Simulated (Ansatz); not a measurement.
**SiHF+ (doublet): from Hartree-Fock to the top rungs, def2-TZVPP**

One table from this session's results is given with a row withheld; the runs are named, their logs left out.

Computed with Ansatz 0.2.0, Gaussian basis. Level: def2-TZVPP, core rule «outside noble gas», up to 6 orbitals frozen.

The runs, in order: UHF; ROHF; CCSD(T) on UHF.

2 further runs of the same task are left out: 2 set aside as unsound or not needed.

### The geometry

The geometry is a PBE0/def2-TZVP stationary point (not a proven minimum) of the parent state, kept for this charge and spin.

3 atoms, charge 1, spin multiplicity 2.

Atoms are counted from 1 here; the program's logs count them from 0.

Bond lengths: Si1–F2 1.606 Å, Si1–H3 1.493 Å. Angles: F2–Si1–H3 114.0°.

Set-up of the first run:

in.yaml reads:

```yaml
crystal:
  periodic: [false, false, false]
  atoms:
    - {symbol: Si, position_ang: [0.000000, -0.099697, 0.614355]}
    - {symbol: F, position_ang: [0.000000, 0.084478, -0.981128]}
    - {symbol: H, position_ang: [0.000000, 1.185681, 1.374490]}
basis:
  gaussian: {orbitals: def2-TZVPP}
total_charge: 1
magnetization: {spin_polarized: true, initial_magnetization: 1}
hamiltonian: {xc: hf}
output: {orbitals: {seedname: orbitals}}
```

On the command line:

```bash
$ ansatz run in.yaml --threads 1 --pin off --events-out ev --progress --plain --max-ram 4096MiB --backend cpu
```

Steps of the session up to this table: UHF; ROHF; CCSD(T) on UHF.

One of the session's tables, all rows but one given; the rest of the session is left out.

```
  method  from UCCSD(T) (meV)
    ROHF              +9485.5
     UHF              +9398.9
    UMP2                    ?
   UCCSD               +289.7
UCCSD(T)                    0
```

**Question.** Estimate the row for UMP2.

As computed: from UCCSD(T) (meV): +584.5. In the column «from UCCSD(T) (meV)» it lies between UCCSD (+289.7) and UHF (+9398.9).
